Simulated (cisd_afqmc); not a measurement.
Input (AFQMC/CISD/cc-pV(D+d)Z; cisd_afqmc is a phaseless AFQMC code with CISD trial states that reads the integrals written by Ansatz): A basis named .json is the Basis Set Exchange file of that set.

Ansatz 0.2 input:
```python
import cisd_afqmc

open("ham.yaml", "w").write("""\
crystal:
  periodic: [false, false, false]
  atoms:
    - {symbol: C, position_ang: [-0.18331015, 0.82218101, -0.00200557]}
    - {symbol: C, position_ang: [0.95939345, 1.42913572, -0.00491648]}
    - {symbol: Cl, position_ang: [-0.32505073, -0.94519596, 0.00290529]}
    - {symbol: H, position_ang: [-1.15024766, 1.30588412, -0.00222400]}
    - {symbol: H, position_ang: [2.01961031, 1.25454689, -0.00563361]}
basis:
  gaussian:
    orbitals: cc-pV_D+d_Z.json
magnetization: {spin_polarized: true, initial_magnetization: 1}
correlation: {method: ccsd, electrons: outside_noble_gas, hamiltonian_folder: ham}
""")
rep = cisd_afqmc.ansatz("ham.yaml")
e_ccsd = rep["correlation"]["coupled_cluster"]["energy"]["hartree"]
out = cisd_afqmc.run("ham", e_ccsd, trial="CISD", walkers=100, populations=8, threads=8, dt=0.005, steps=40, early=24, settle=10, least=32,
    cut=5e-5, rank_cut=2e-4, target=0.0004, seconds=1500, seed=1, memory=17280, gpu=False)
```

Output:

```
orbitals 54, occupied [9, 8], factors 323 of 589, rank of the doubles 349 of 773
E(HF) = -536.319681
E(CCSD) on the cut factors = -536.725660, shift to the whole factors -0.000012
Energy of the trial state on the determinant = -536.725599
  tau behind 7.2 of longer steps, mean of the populations' last blocks
   2.0  -536.74225
   4.0  -536.74145
   6.0  -536.73995
   8.0  -536.74061
  10.0  -536.74083
  12.0  -536.74305
  14.0  -536.74055
  16.0  -536.74024
  18.0  -536.74435
  20.0  -536.74175
blocks 785 (0 outliers left out), error by blocks joined: 1: 0.00021, 2: 0.00026, 4: 0.00032, 8: 0.00036, 16: 0.00038
E(AFQMC/CISD) = -536.74135 +/- 0.00038
```

The determinant is spin-contaminated: <S^2> is 0.95, 0.20 over the pure value.
